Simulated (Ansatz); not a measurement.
# B2SiH+ (quintet): the correlation ladder, def2-QZVPP

One table from this session's results is given with a row withheld; the runs are named, their logs left out.

Method: def2-QZVPP, core rule «outside noble gas», up to 7 orbitals frozen; program: Ansatz 0.2.0, Gaussian basis.

Plan: UHF; ROHF; CCSD(T) on UHF.

### The geometry

The geometry is a PBE0/def2-TZVP stationary point (not a proven minimum) of the parent state, kept for this charge and spin.

4 atoms, charge 1, spin multiplicity 5.

Atoms are counted from 1 here; the program's logs count them from 0.

Bond lengths: B1–B2 1.555 Å, B1–H4 1.178 Å, B2–Si3 1.975 Å. Angles: B2–B1–H4 180.0°, B1–B2–Si3 180.0°.

As a file:

```
B     0.0000    0.0000   -0.9770
B     0.0000    0.0000    0.5785
Si    0.0000    0.0000    2.5539
H     0.0000    0.0000   -2.1554
```

The first run:

in.yaml

```yaml
crystal:
  periodic: [false, false, false]
  atoms:
    - {symbol: B, position_ang: [0.000000, 0.000000, -0.976964]}
    - {symbol: B, position_ang: [0.000000, 0.000000, 0.578505]}
    - {symbol: Si, position_ang: [0.000000, 0.000000, 2.553858]}
    - {symbol: H, position_ang: [0.000000, 0.000000, -2.155400]}
basis:
  gaussian: {orbitals: "def2-QZVPP.json"}
total_charge: 1
magnetization: {spin_polarized: true, initial_magnetization: 4}
hamiltonian: {xc: hf}
output: {orbitals: {seedname: orbitals}}
```

Run with:

```sh
ansatz run in.yaml --threads 1 --pin off --events-out ev --progress --plain --max-ram 2393MiB
```

Among the steps run: UHF; ROHF; CCSD(T) on UHF.

One table of the session follows, with a row left open; its other results are not shown here.

| method | from UCCSD(T) (kcal/mol) |
| --- | --- |
| ROHF | +155.03 |
| UHF | +151.54 |
| UMP2 | +28.63 |
| UCCSD | ? |
| UCCSD(T) | 0 |

Q: Estimate the row for UCCSD from the others.

As computed: from UCCSD(T) (kcal/mol): +7.43. In the column «from UCCSD(T) (kcal/mol)» it lies between UCCSD(T) (0) and UMP2 (+28.63).
